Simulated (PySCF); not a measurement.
System (SMILES): [NH+]#[C-] (C-NH).
Geometry (B3LYP-D3(BJ)/def2-TZVP, fixed):
```xyz
3

C      0.0000     0.0000    -0.7364
N      0.0000     0.0000     0.4276
H      0.0000     0.0000     1.4250
```

How fast the isotropic shielding of H3 converges with the basis for several methods (PySCF): deviation from each method's own reference, in ppm. References: HF 27.87 ppm, the value in pcSseg-3; PBE 27.68 ppm, the value in pcSseg-3; PBE0 27.75 ppm, the value in pcSseg-3. All functions are spherical. Core-valence sets carry the plain set on hydrogen. No added dispersion term, no relativity. GIAO; atoms are numbered in the order shown.

```
basis        functions     HF    PBE  PBE0
-----------  ---------  -----  -----  ----
pcSseg-0            20   1.13   1.17   [?]
6-31G               20   0.86   0.78   [?]
pcseg-0             20   0.96   0.99   [?]
def2-SV(P)          30   1.30   1.38   [?]
6-31G**             33   0.15   0.09   [?]
def2-SVP            33   0.33   0.29   [?]
6-31+G*             38   0.65   0.81   [?]
aug-pcseg-1         55  -0.16  -0.16   [?]
def2-TZVPP          76   0.11   0.10   [?]
cc-pCVTZ           100   0.13   0.10   [?]
cc-pVQZ            140   0.07   0.04   [?]
pcseg-3            153   0.01   0.02   [?]
```

**Question.** Fill in the missing entries.

**Answer.** 
- pcSseg-0, PBE0: 1.11
- 6-31G, PBE0: 0.76
- pcseg-0, PBE0: 0.94
- def2-SV(P), PBE0: 1.35
- 6-31G**, PBE0: 0.09
- def2-SVP, PBE0: 0.30
- 6-31+G*, PBE0: 0.74
- aug-pcseg-1, PBE0: -0.16
- def2-TZVPP, PBE0: 0.10
- cc-pCVTZ, PBE0: 0.11
- cc-pVQZ, PBE0: 0.04
- pcseg-3, PBE0: 0.01

Mean absolute deviation over def2-TZVPP, cc-pCVTZ: PBE 0.10, PBE0 0.10, HF 0.12 ppm.
